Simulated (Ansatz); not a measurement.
Start from `C/C=C(/C)F` and change one atom or group to get `CC=C(C)C`.

Ansatz, PBE0-D4/def2-TZVP geometries, multiplicity 1. 

```
                                      property  `C/C=C(/C)F`
             HOMO energy (PBE/def2-TZVPP) / eV         -5.66
            HOMO energy (PBE0/def2-TZVPP) / eV         -6.86
zero-point energy (PBE0-D4/def2-TZVP) / kJ/mol         264.1
          HOMO–LUMO gap (PBE0/def2-TZVPP) / eV          7.71
size of the dipole moment (PBE/def2-TZVPP) / D          1.28
       HOMO–LUMO gap (ωB97M-V/def2-TZVPP) / eV         11.91
```

(1) Give the same properties after the change, and the shifts. (Best estimate.)

## Answers

(1) The calculation gave: 
| property | `CC=C(C)C` | shift |
| --- | --- | --- |
| HOMO energy (PBE/def2-TZVPP) / eV | -5.51 | 0.15 |
| HOMO energy (PBE0/def2-TZVPP) / eV | -6.60 | 0.26 |
| zero-point energy (PBE0-D4/def2-TZVP) / kJ/mol | 357.0 | 92.9 |
| HOMO–LUMO gap (PBE0/def2-TZVPP) / eV | 7.45 | -0.26 |
| size of the dipole moment (PBE/def2-TZVPP) / D | 0.21 | -1.07 |
| HOMO–LUMO gap (ωB97M-V/def2-TZVPP) / eV | 11.55 | -0.36 |

The zero-point energy changes by 92.9 kJ/mol with +9 modes. Dipoles are sizes alone; their direction can turn.
